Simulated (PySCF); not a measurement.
**Working out the electron affinity of Al**

Al⁻ [Ne] 3s2 3p2 (3P) → Al [Ne] 3s2 3p1 (2P). Calculation: PySCF 2.14, in aug-cc-pVDZ-DK (5s4p2d, 27 functions); the spin-free X2C one-electron Hamiltonian (Gaussian nucleus). Frozen: [Ne]. Energies in hartree (1 hartree = 27.21139 eV):

| part | Al⁻ (lower) | Al (upper) |
| --- | --- | --- |
| UHF | -242.309654 | -242.309082 |
| MP2 opposite-spin | -0.033070 | -0.028748 |
| MP2 same-spin | -0.008664 | -0.002230 |

Question: What does Hartree-Fock give?

Answer: (-242.309082) − (-242.309654) = 0.000572 hartree = 0.016 eV.

Question: What do MP2 and SCS-MP2 (6/5 opposite-spin, 1/3 same-spin) give?

Answer: The opposite-spin parts differ by 0.118 eV and the same-spin parts by 0.175 eV. MP2: 0.016 + (0.118) + (0.175) = 0.309 eV. SCS-MP2: 0.016 + 1.2 × (0.118) + (0.175)/3 = 0.216 eV.

A first-order spin-orbit estimate adds -0.003 eV to MP2 (valence), giving 0.306 eV against 0.433 eV (measured; photodetachment measurements, as compiled on the Wikipedia data page of electron affinities).

A double-zeta basis recovers only part of the correlation energy.

What remains against the reference includes basis incompleteness, the frozen core and correlation beyond second order.
